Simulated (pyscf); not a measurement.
cyclic C₄H₄O (SMILES c1ccoc1) + formaldehyde (H₂C=O) → O=CH–CH=CH–CH₂–CH=O (concerted two-bond exchange; singlet surface; C–O, C–H broken, C–C, C–H formed). Single points on ωB97X-D3(BJ)/def2-SVP structures (PySCF, gas phase). Energies in kJ/mol from the separated reactants.

```
level                   barrier  reaction energy
----------------------  -------  ---------------
ωB97X-D3(BJ)/def2-TZVP    329.7            -62.1
r²SCAN/def2-TZVP          269.0            -53.6
B3LYP-D3(BJ)/def2-TZVP    287.4            -61.7
PBE0-D3(BJ)/def2-TZVP         …                …
ωB97M-D3(BJ)/def2-TZVP    322.5            -58.0
HF/def2-TZVP                  …            -63.0
```

Question: Complete the blanks.

Answer: 
- PBE0-D3(BJ)/def2-TZVP, barrier: 303.0
- PBE0-D3(BJ)/def2-TZVP, reaction energy: -55.7
- HF/def2-TZVP, barrier: 391.7

The functionals in the table span 60.7 kJ/mol in this barrier, from r²SCAN to ωB97X-D3(BJ). From the product side, H₂C=CH–CH•–CH=O + •HC=O lies, by one bond made or cut, 94.1 kJ/mol under this saddle at ωB97M-D3(BJ). One saddle was located; it need not be the lowest between these sides.
